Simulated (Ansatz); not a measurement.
# How methods differ on BH2O (SMILES [BH]O)

The species is BH2O (4 atoms), meant as a doublet with charge 0. SMILES: `[BH]O`. The coordinates come from a PBE0-D4/def2-TZVP relaxation.

```tsv
atom	x (Å)	y (Å)	z (Å)
B	-0.0061	-0.4855	0.3883
O	0.1197	0.5445	-0.4486
H	-1.0642	-1.0324	0.5403
H	1.0061	0.9132	-0.5003
```

Quantity: the energy change with the B1–H3 bond stretched from 1.201 to 1.801 Å, in eV. The values are calculated.

```csv
level,kind,program,value (eV),less FCI/STO-3G,CPU time (all runs)
USVWN5/STO-3G,LDA,Ansatz,2.39,+0.04,0.98 s
UB3LYP/STO-3G,global hybrid,Ansatz,2.42,+0.07,1.7 s
UBHLYP/STO-3G,global hybrid,Ansatz,2.70,+0.35,1.5 s
U-wB97X/STO-3G,range-separated hybrid,Ansatz,2.61,+0.26,7.7 s
UBCCD(T)/STO-3G,coupled cluster or CI,Ansatz,2.36,+0.01,0.27 s
UCCSD(T)/STO-3G,coupled cluster or CI,Ansatz,2.36,+0.01,0.2 s
UCCSD/STO-3G,coupled cluster or CI,Ansatz,2.39,+0.04,0.19 s
FCI/STO-3G,exact in the basis,Ansatz,2.35,0.00,0.7 s
```

FCI/STO-3G is exact within its basis and frozen core, so for wave-function methods in that basis the difference is their error; functionals converge differently with the basis, so for them it is only a difference. The first shape isn't each level's own minimum. The values span 2.35 to 2.70 eV. Spin contamination of the reference (⟨S²⟩ at least 0.1 too high) touches UBCCD(T)/STO-3G, UCCSD(T)/STO-3G, UCCSD/STO-3G. All rows use very small basis sets, so none should be taken for the real molecule's value. In so small a basis fixed costs decide the times, and correlated methods can beat functionals. CPU times are rough (shared hosts, several kinds of processor and program).
